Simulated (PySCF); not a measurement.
## Assigning NMR signals

Atoms are numbered as in `[CH3:1][C:2]1=[CH:3][C@@H:4]([CH3:5])[CH2:6]1`. Each H is labelled by its parent atom. Ha(C6) is cis to C5 on the ring; Hb(C6) is trans to C5 on the ring.

Theory: coordinates at the GFN2-xTB level, shielding tensors at PBE0/pcSseg-1 (GIAO), in PySCF 2.14.0 with density-fitted response routines (relativity neglected, no solvent model, a single conformation, one averaged value for each set of equivalent atoms).

Chemical shifts δ = σref − σ; ¹³C (186.93 ppm) and ¹H (31.72 ppm) vs TMS, all at this level.

Problem. Assign these signals to the numbered atoms. ¹³C{¹H} NMR (computed): δ 153.4, 142.8, 41.0, 36.5, 22.4, 20.0.

Solution. 
| δ (ppm) | atoms | environment | reason |
| --- | --- | --- | --- |
| 153.4 | C2 | fully substituted alkene carbon | an sp2 carbon of a C=C bond |
| 142.8 | C3 | alkene CH | the olefinic region |
| 41.0 | C6 | allylic sp3 CH2 | a saturated carbon with 2 carbon neighbours and no heteroatom attached |
| 36.5 | C4 | allylic sp3 CH | a saturated carbon with 3 carbon neighbours and no heteroatom attached |
| 22.4 | C5 | methyl carbon | saturated and bonded to C and H only |
| 20.0 | C1 | allylic methyl carbon | saturated and bonded to C and H only |

Problem. Assign these signals to the numbered atoms. ¹H NMR (400 MHz, computed): δ 6.14 (d, 1H), 2.65 (m, 1H), 2.56 (m, 1H), 1.86 (s, 3H), 1.79 (m, 1H), 1.12 (d, 3H).

Solution. 
```tsv
δ (ppm)	atoms	environment	reason
6.14	H(C3)	hydrogen on an alkene CH	attached to an sp2 carbon and in the plane of the double bond
2.65	H(C4)	hydrogen on an allylic sp3 CH	allylic position
2.56	Hb(C6)	hydrogen on an allylic sp3 CH2	allylic position
1.86	H(C1)	hydrogen on an allylic methyl carbon	allylic position
1.79	Ha(C6)	hydrogen on an allylic sp3 CH2	allylic position
1.12	H(C5)	hydrogen on a methyl carbon	–
```

H(C4) and Hb(C6); H(C1) and Ha(C6) lie closer than the usual error of such a calculation, so a measured spectrum could show them in the other order.

Shifts are as computed. Against solution values, carbons near 30 ppm lie about +3 ppm off and those near 130 ppm about +5 ppm. Of 1211 compounds with measured shifts, 218 miss one by over three times the rms of a fit or turn the order of signals round; such compounds aren't used in these exercises. Multiplicities follow the n + 1 count of equivalent neighbours, as no J values were calculated; m marks all less simple cases, F and P coupling included.
